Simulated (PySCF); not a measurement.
Gas-phase reaction: SiF3NH2 + SiHF3 ⇌ SiN + SiF3 + 3 HF

Energies from PySCF, thermal terms from the rigid-rotor harmonic-oscillator model, ideal gas at 1 bar. † marks an energy on the PBE0/def2-TZVP geometry and frequencies; other levels use their own. 6-31G* has spherical d functions here. Open shells (unrestricted): SiN (multiplicity 2), SiF3 (multiplicity 2); the rest are closed-shell singlets. B3LYP is the form with VWN-RPA correlation. SiF3NH2: computed as isolated molecules; such fragments, hydroxides, amides, oligomers or adducts are transient or little studied in the gas.

```csv
level,"ΔH°(298 K), kJ"
B3LYP/6-31G*,___
B3LYP/def2-TZVP†,___
BLYP/def2-TZVP†,___
M06-2X/def2-TZVP†,1220
PBE/def2-TZVP†,1120
PBE0/def2-QZVP†,___
PBE0/def2-SVP†,1178
ωB97M-V/def2-TZVP†,1217
```

Problem. Fill in the missing entries.

Solution. 
- B3LYP/6-31G*, ΔH°(298 K), kJ: 1244
- B3LYP/def2-TZVP†, ΔH°(298 K), kJ: 1158
- BLYP/def2-TZVP†, ΔH°(298 K), kJ: 1089
- PBE0/def2-QZVP†, ΔH°(298 K), kJ: 1167
